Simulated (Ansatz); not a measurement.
`NC1(O)N=C1O`, relaxed with RKS PBE0-D4/def2-TZVP in the Gaussian-basis code of Ansatz from a PBE-D4/def2-SVP geometry. The force threshold is 0.005 eV/Å; the program also tests the step.

Total charge 0; spin multiplicity 1.

Start:

```xyz
10

N    -0.783    0.327   -1.401
C    -0.250    0.385   -0.099
O    -0.416    1.666    0.397
N    -0.412   -0.794    0.938
C     0.727   -0.543    0.406
O     1.976   -1.008    0.464
H    -0.806   -0.630   -1.761
H    -1.727    0.732   -1.420
H    -0.283    1.614    1.361
H     1.976   -1.749    1.114
```

```
        step  energy (eV)  largest force (eV/Å)  largest move (Å)
           1   -9204.9773                 1.546             0.000
           2   -9205.0288                 0.568             0.020
           3   -9205.0377                 0.125             0.010
4 (rejected)   -9205.0375                 0.149             0.011
           5   -9205.0392                 0.065             0.005
           6   -9205.0395                 0.075             0.018
           7   -9205.0399                 0.028             0.009
           8   -9205.0400                 0.026             0.006
9 (rejected)   -9205.0400                 0.113             0.008
          10   -9205.0401                 0.015             0.004
          11   -9205.0401                 0.007             0.009
          12   -9205.0401                 0.003             0.002
```

End:

```xyz
10

N    -0.777    0.311   -1.387
C    -0.249    0.366   -0.090
O    -0.421    1.642    0.396
N    -0.408   -0.785    0.909
C     0.726   -0.538    0.411
O     1.962   -0.994    0.472
H    -0.836   -0.636   -1.731
H    -1.683    0.761   -1.424
H    -0.294    1.611    1.349
H     1.980   -1.737    1.095
```

It took 27 s on 4 threads of a server CPU on a shared host, with 0.51 GiB of host memory at the peak.
